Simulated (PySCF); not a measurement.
Method: PySCF energies (xtb for GFN2) plus ideal-gas RRHO corrections (1 bar). The comparison is the NASA 1993 polynomial table, which mixes measured and estimated data. All species are closed-shell singlets. The harmonic model lacks anharmonicity and excited electronic states, which grow with temperature; levels with a mode under 35 cm⁻¹ are left out.

Harmonic frequencies at GFN2-xTB (cm⁻¹): 3751. Point group D∞h; S°(298 K) = 131.1 J/mol/K at this level.

Task: Work out Cp and S° of gaseous H2 at 500, 800, 1200, 1600, 2000 K from these, and set them beside the table.

Result: 
```csv
T (K),Cp GFN2-xTB,Cp table,S° GFN2-xTB,S° table
500,29.1,29.3,146.2,145.8
800,29.5,29.6,159.9,159.6
1200,31.0,31.1,172.2,171.8
1600,32.6,32.8,181.3,181.0
2000,33.8,34.2,188.7,188.5
```
Units J/mol/K.
